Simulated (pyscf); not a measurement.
`[NH]=[B][Cl]` + `[ClH]` + `[OH2]` -> `[NH2][B]([Cl])[Cl]` + `[OH2]` (multi-bond step; singlet surface; Cl–H, H–O broken, H–N, B–Cl, H–O formed). Structures and frequencies: ωB97X-D3(BJ)/def2-SVP in PySCF. Energies in kJ/mol from the separated reactants.

| level | barrier | reaction energy |
|---|---|---|
| ωB97X-D3(BJ)/def2-TZVP | ___ | -267.6 |
| PBE/def2-TZVP | -44.8 | -250.3 |
| B3LYP-D3(BJ)/def2-TZVP | -39.8 | -249.5 |
| PBE0-D3(BJ)/def2-TZVP | -45.4 | -270.4 |
| ωB97M-D3(BJ)/def2-TZVP | ___ | ___ |
| HF/def2-TZVP | 30.5 | -252.2 |

**Question.** What belongs in the gaps?

**Answer.** 
- ωB97X-D3(BJ)/def2-TZVP, barrier: -34.8
- ωB97M-D3(BJ)/def2-TZVP, barrier: -32.0
- ωB97M-D3(BJ)/def2-TZVP, reaction energy: -254.5

On the reactant side the descent ends in a bound adduct, 48.6 kJ/mol under the separated species and 13.8 kJ/mol under the saddle at ωB97X-D3(BJ)/def2-TZVP. On the product side the descent ends in a complex, 27.5 kJ/mol under the separated species and 260.3 kJ/mol under the saddle at ωB97X-D3(BJ)/def2-TZVP. At ωB97X-D3(BJ)/def2-TZVP, PBE, B3LYP-D3(BJ), PBE0-D3(BJ), ωB97M-D3(BJ) the saddle lies under the separated reactants, which points to a path from their complex (located at ωB97X-D3(BJ) alone). The products may also form a dative adduct at H₂N–B(Cl)–Cl; it and routes through it were not searched. This is the saddle that the search found; another between the same sides may lie lower.
